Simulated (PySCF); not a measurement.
**Be: ionisation energy**

Be [He] 2s2 (1S) → Be⁺ [He] 2s1 (2S), as a difference of total energies. Computed with PySCF 2.14 in cc-pVDZ (3s2p1d, 14 functions), with the non-relativistic Hamiltonian (point nucleus). Correlated levels: valence: 1s2 frozen. The calculations carry no spin-orbit coupling.

| method | ionisation energy (eV) | error (eV) |
| --- | --- | --- |
| UHF | 8.079 | -1.244 |
| BP86 | 9.154 | -0.169 |
| MN15 | 8.993 | -0.330 |
| MP2 (valence) | 8.776 | -0.547 |
| SCS-MP2 (valence) | 8.915 | -0.408 |
| CCSD (valence) | 9.290 | -0.033 |

Reference: 9.323 eV (measured; NIST Atomic Spectra Database, ionization energies).

Errors of the correlated levels include the incompleteness of this basis and the frozen core.

With two correlated electrons CCSD is exact in that space.
